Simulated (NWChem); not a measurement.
System: acetone (C₃H₆O); SMILES CC(C)=O

Parts of the log:

```
             Northwest Computational Chemistry Package (NWChem) 7.3.0
             --------------------------------------------------------

 C2  symmetry detected

                             Geometry "geometry" -> ""
                             -------------------------

 Output coordinates in angstroms (scale by  1.889725989 to convert to a.u.)

  No.       Tag          Charge          X              Y              Z
 ---- ---------------- ---------- -------------- -------------- --------------
    1 C                    6.0000    -1.28455020     0.00005157    -0.61069075
    2 C                    6.0000     0.00000000     0.00000000     0.18504825
    3 C                    6.0000     1.28455020    -0.00005157    -0.61069075
    4 O                    8.0000     0.00000000     0.00000000     1.39205325
    5 H                    1.0000    -1.33043197    -0.88306606    -1.26794475
    6 H                    1.0000    -1.33328083     0.88586796    -1.26402075
    7 H                    1.0000    -2.14275536    -0.00328561     0.07275225
    8 H                    1.0000     2.14275536     0.00328561     0.07275225
    9 H                    1.0000     1.33328083    -0.88586796    -1.26402075
   10 H                    1.0000     1.33043197     0.88306606    -1.26794475

 Effective nuclear repulsion energy (a.u.)     119.4781053125

      Symmetry information
      --------------------

 Group name             C2
 Group number              4
 Group order               2
 No. of unique centers     6

                                Z-matrix (autoz)
                                --------

 Units are Angstrom for bonds and degrees for angles

      Type          Name      I     J     K     L     M      Value
      ----------- --------  ----- ----- ----- ----- ----- ----------
    1 Stretch                  1     2                       1.51105
    2 Stretch                  1     5                       1.10181
    3 Stretch                  1     6                       1.10176
    4 Stretch                  1     7                       1.09710
    5 Stretch                  2     3                       1.51105
    6 Stretch                  2     4                       1.20701
    7 Stretch                  3     8                       1.09710
    8 Stretch                  3     9                       1.10176
    9 Stretch                  3    10                       1.10181
   10 Bend                     1     2     3               116.44614
   11 Bend                     1     2     4               121.77693
   12 Bend                     2     1     5               110.45732
   13 Bend                     2     1     6               110.48127
   14 Bend                     2     1     7               109.69044
   15 Bend                     2     3     8               109.69044
   16 Bend                     2     3     9               110.48127
   17 Bend                     2     3    10               110.45732
   18 Bend                     3     2     4               121.77693
   19 Bend                     5     1     6               106.78889
   20 Bend                     5     1     7               109.66952
   21 Bend                     6     1     7               109.70945
   22 Bend                     8     3     9               109.70945
   23 Bend                     8     3    10               109.66952
   24 Bend                     9     3    10               106.78889
   25 Torsion                  1     2     3     8         179.81298
   26 Torsion                  1     2     3     9         -59.12053
   27 Torsion                  1     2     3    10          58.81162
   28 Torsion                  3     2     1     5          58.81162
   29 Torsion                  3     2     1     6         -59.12053
   30 Torsion                  3     2     1     7         179.81298
   31 Torsion                  4     2     1     5        -121.18838
   32 Torsion                  4     2     1     6         120.87947
   33 Torsion                  4     2     1     7          -0.18702
   34 Torsion                  4     2     3     8          -0.18702
   35 Torsion                  4     2     3     9         120.87947
   36 Torsion                  4     2     3    10        -121.18838

                           NWChem Geometry Optimization
                           ----------------------------

 maximum gradient threshold         (gmax) =   0.000450
 rms gradient threshold             (grms) =   0.000300
 maximum cartesian step threshold   (xmax) =   0.001800
 rms cartesian step threshold       (xrms) =   0.001200
 fixed trust radius                (trust) =   0.300000
 source of zmatrix                         =   autoz

          -------------------
          Energy Minimization
          -------------------

 Using diagonal initial Hessian
 Scaling for Hessian diagonals: bonds = 1.00  angles = 0.25  torsions = 0.10

          --------
          Step   0

                                 NWChem DFT Module
                                 -----------------

 Summary of "ao basis" -> "ao basis" (spherical)
 ------------------------------------------------------------------------------
       Tag                 Description            Shells   Functions and Types
 ---------------- ------------------------------  ------  ---------------------
 C                           6-31g*                  6       14   3s2p1d
 O                           6-31g*                  6       14   3s2p1d
 H                           6-31g*                  2        2   2s

      Symmetry analysis of basis
      --------------------------

        a          36
        b          32

            General Information
            -------------------
          SCF calculation type: DFT
          Wavefunction type:  closed shell.
          No. of atoms     :    10
          No. of electrons :    32
           Alpha electrons :    16
            Beta electrons :    16
          Charge           :     0
          Spin multiplicity:     1
          Use of symmetry is: on ; symmetry adaption is: on
          Maximum number of iterations: 150
          AO basis - number of functions:    68
                     number of shells:    36
          Convergence on energy requested:  1.00D-06
          Convergence on density requested:  1.00D-05
          Convergence on gradient requested:  5.00D-04

              XC Information
              --------------
                         B3LYP Method XC Potential
                     Hartree-Fock (Exact) Exchange  0.200
                        Slater Exchange Functional  0.800 local
                    Becke 1988 Exchange Functional  0.720 non-local
              Lee-Yang-Parr Correlation Functional  0.810
                  VWN I RPA Correlation Functional  0.190 local

             Grid Information
             ----------------
          Grid used for XC integration:  medium
          Radial quadrature: Mura-Knowles
          Angular quadrature: Lebedev.
          Tag              B.-S. Rad. Rad. Pts. Rad. Cut. Ang. Pts.
          ---              ---------- --------- --------- ---------
          C                   0.70       49          10.0       434
          O                   0.60       49           8.0       434
          H                   0.35       45          11.0       434
          Grid pruning is: on
          Number of quadrature shells:   282
          Spatial weights used:  Erf1

      Superposition of Atomic Density Guess
      -------------------------------------

[...]

      ----------------------
      Optimization converged
      ----------------------

  Step       Energy      Delta E   Gmax     Grms     Xrms     Xmax
  ---- ---------------- -------- -------- -------- -------- --------
@    3    -193.15212159 -1.8D-06  0.00011  0.00004  0.00080  0.00168
                                     ok       ok       ok       ok

                                Z-matrix (autoz)
                                --------

 Units are Angstrom for bonds and degrees for angles

      Type          Name      I     J     K     L     M      Value     Gradient
      ----------- --------  ----- ----- ----- ----- ----- ---------- ----------
    1 Stretch                  1     2                       1.52063   -0.00011
    2 Stretch                  1     5                       1.09744   -0.00002
    3 Stretch                  1     6                       1.09745   -0.00003
    4 Stretch                  1     7                       1.09170   -0.00007
    5 Stretch                  2     3                       1.52063   -0.00011
    6 Stretch                  2     4                       1.21570   -0.00001
    7 Stretch                  3     8                       1.09170   -0.00007
    8 Stretch                  3     9                       1.09745   -0.00003
    9 Stretch                  3    10                       1.09744   -0.00002
   10 Bend                     1     2     3               116.51369    0.00004
   11 Bend                     1     2     4               121.74315   -0.00002
   12 Bend                     2     1     5               110.54319    0.00002
   13 Bend                     2     1     6               110.52817    0.00003
   14 Bend                     2     1     7               109.86508    0.00002
   15 Bend                     2     3     8               109.86508    0.00002
   16 Bend                     2     3     9               110.52817    0.00003
   17 Bend                     2     3    10               110.54319    0.00002
   18 Bend                     3     2     4               121.74315   -0.00002
   19 Bend                     5     1     6               106.75216   -0.00004
   20 Bend                     5     1     7               109.54936   -0.00002
   21 Bend                     6     1     7               109.54843   -0.00002
   22 Bend                     8     3     9               109.54843   -0.00002
   23 Bend                     8     3    10               109.54936   -0.00002
   24 Bend                     9     3    10               106.75216   -0.00004
   25 Torsion                  1     2     3     8         179.84172   -0.00000
   26 Torsion                  1     2     3     9         -59.14838    0.00001
   27 Torsion                  1     2     3    10          58.82093   -0.00001
   28 Torsion                  3     2     1     5          58.82093   -0.00001
   29 Torsion                  3     2     1     6         -59.14838    0.00001
   30 Torsion                  3     2     1     7         179.84172   -0.00000
   31 Torsion                  4     2     1     5        -121.17907   -0.00001
   32 Torsion                  4     2     1     6         120.85162    0.00001
   33 Torsion                  4     2     1     7          -0.15828   -0.00000
   34 Torsion                  4     2     3     8          -0.15828   -0.00000
   35 Torsion                  4     2     3     9         120.85162    0.00001
   36 Torsion                  4     2     3    10        -121.17907   -0.00001

                         Geometry "geometry" -> "geometry"
                         ---------------------------------

 Output coordinates in angstroms (scale by  1.889725989 to convert to a.u.)

  No.       Tag          Charge          X              Y              Z
 ---- ---------------- ---------- -------------- -------------- --------------
    1 C                    6.0000    -1.29316274    -0.00019242    -0.61229324
    2 C                    6.0000     0.00000000     0.00000000     0.18772645
    3 C                    6.0000     1.29316274     0.00019242    -0.61229324
    4 O                    8.0000     0.00000000     0.00000000     1.40343052
    5 H                    1.0000    -1.34062478    -0.87941369    -1.26735131
    6 H                    1.0000    -1.34327873     0.88212848    -1.26297416
    7 H                    1.0000    -2.14881501    -0.00315616     0.06568697
    8 H                    1.0000     2.14881501     0.00315616     0.06568697
    9 H                    1.0000     1.34327873    -0.88212848    -1.26297416
   10 H                    1.0000     1.34062478     0.87941369    -1.26735131

 Effective nuclear repulsion energy (a.u.)     118.9592548823

[...]

 Rotational Constants
 --------------------
 A=   0.336644 cm-1  (  0.484345 K)
 B=   0.281768 cm-1  (  0.405392 K)
 C=   0.162642 cm-1  (  0.234000 K)

 Temperature                      =   298.15K
 frequency scaling parameter      =   1.0000

 Zero-Point correction to Energy  =   52.762 kcal/mol  (  0.084081 au)
 Thermal correction to Energy     =   56.149 kcal/mol  (  0.089479 au)
 Thermal correction to Enthalpy   =   56.741 kcal/mol  (  0.090423 au)

 Total Entropy                    =   71.777 cal/mol-K
   - Translational                =   38.079 cal/mol-K (mol. weight =  58.0419)
   - Rotational                   =   22.775 cal/mol-K (symmetry #  =        2)
   - Vibrational                  =   10.923 cal/mol-K

 Cv (constant volume heat capacity) =   16.751 cal/mol-K
   - Translational                  =    2.979 cal/mol-K
   - Rotational                     =    2.979 cal/mol-K
   - Vibrational                    =   10.792 cal/mol-K

[normal modes left out]

 ----------------------------------------------------------------------------
 Normal Eigenvalue ||           Projected Infra Red Intensities
  Mode   [cm**-1]  || [atomic units] [(debye/angs)**2] [(KM/mol)] [arbitrary]
 ------ ---------- || -------------- ----------------- ---------- -----------
    1       -0.000 ||    0.003343           0.077         3.259       2.259
    2       -0.000 ||    0.004332           0.100         4.223       2.926
    3       -0.000 ||    0.000010           0.000         0.009       0.007
    4       -0.000 ||    0.000008           0.000         0.008       0.006
    5        0.000 ||    0.001156           0.027         1.127       0.781
    6        0.000 ||    0.001284           0.030         1.251       0.867
    7       45.363 ||    0.000000           0.000         0.000       0.000
    8      136.645 ||    0.000106           0.002         0.103       0.071
    9      376.303 ||    0.001261           0.029         1.230       0.852
   10      487.155 ||    0.000368           0.008         0.359       0.249
   11      530.894 ||    0.015104           0.348        14.724      10.205
   12      787.073 ||    0.000946           0.022         0.923       0.639
   13      896.171 ||    0.006739           0.155         6.570       4.553
   14      897.882 ||    0.000000           0.000         0.000       0.000
   15     1095.829 ||    0.000003           0.000         0.002       0.002
   16     1131.786 ||    0.004420           0.102         4.309       2.986
   17     1246.606 ||    0.080657           1.861        78.628      54.493
   18     1412.330 ||    0.015401           0.355        15.014      10.405
   19     1414.261 ||    0.054269           1.252        52.904      36.665
   20     1490.857 ||    0.000274           0.006         0.267       0.185
   21     1495.530 ||    0.000015           0.000         0.014       0.010
   22     1499.419 ||    0.023789           0.549        23.190      16.072
   23     1516.746 ||    0.019748           0.456        19.251      13.342
   24     1826.371 ||    0.155568           3.589       151.655     105.104
   25     3044.722 ||    0.001530           0.035         1.491       1.033
   26     3051.704 ||    0.007770           0.179         7.575       5.250
   27     3100.183 ||    0.000000           0.000         0.000       0.000
   28     3107.411 ||    0.024359           0.562        23.746      16.457
   29     3166.423 ||    0.012073           0.279        11.769       8.157
   30     3167.224 ||    0.009509           0.219         9.270       6.425
 ----------------------------------------------------------------------------
```

Level: B3LYP/6-31G* (spherical d). 

Which NWChem input produces such a log?

Several could match; the one computed here: the input that was run:
```
start job
memory heap 200 mb stack 900 mb global 1100 mb
geometry units angstroms
  C     -1.284550    -0.000719    -0.615008
  C      0.000000     0.000000     0.180731
  C      1.284550     0.000719    -0.615008
  O      0.000000     0.000000     1.387736
  H     -1.329902    -0.883864    -1.272262
  H     -1.333812     0.885068    -1.268338
  H     -2.142753    -0.004571     0.068435
  H      2.142753     0.004571     0.068435
  H      1.333812    -0.885068    -1.268338
  H      1.329902     0.883864    -1.272262
end
basis spherical
  * library 6-31g*
end
dft
  xc b3lyp
  iterations 150
end
driver
  maxiter 120
end
task dft optimize
task dft freq
```
